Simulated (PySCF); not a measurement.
Gas-phase reaction: 2 BH2F ⇌ BF2 + B + 2 H2

Energies from PySCF, thermal terms from the rigid-rotor harmonic-oscillator model, ideal gas at 1 bar. † marks an energy on the PBE0/def2-TZVP geometry and frequencies; other levels use their own. MP2 and CCSD(T) freeze the core. Open shells (unrestricted): BF2 (multiplicity 2), B (multiplicity 2, electronic degeneracy 6); the rest are closed-shell singlets. Spin-orbit splitting is ignored; it lowers the true energy and changes the entropy of B. BH2F: computed as isolated molecules; such fragments, hydroxides, amides, oligomers or adducts are transient or little studied in the gas. MP2 isn't extrapolated to the basis-set limit; its ΔH°(298 K) is 710.7 kJ in def2-SVP and 699.7 kJ in def2-TZVPP. CCSD(T) isn't extrapolated to the basis-set limit; its ΔH°(298 K) is 689.4 kJ in def2-SVP and 677.1 kJ in def2-TZVPP. The harmonic model lacks anharmonicity and excited electronic states, which grow with temperature; levels with a mode under 35 cm⁻¹ are left out.

```
level                ΔE electronic, kJ  ΔH°(298 K), kJ  ΔS°(298 K), J/K  ΔG°(2500 K), kJ
-------------------  -----------------  --------------  ---------------  ---------------
CCSD(T)/def2-SVP†                  722             689              216               93
CCSD(T)/def2-TZVPP†                710             677              216               81
MP2/def2-TZVPP†                    733             700              216              103
PBE/def2-SVP                       753             721              216              125
PBE/def2-TZVP†                     730             697              216              100
PBE0/def2-QZVP†                    737             704              216              108
PBE0/def2-SVP†                     761             728              216              132
PBE0/def2-TZVP                     737             704              216              108
r2SCAN/def2-TZVP†                  717             684              216               88
LDA/def2-TZVP†                     807             774              216              178
ωB97X-V/def2-TZVP†                 745             712              216              116
```
ΔH° is lowest at CCSD(T)/def2-TZVPP† and highest at LDA/def2-TZVP†. No reference value is set beside these.
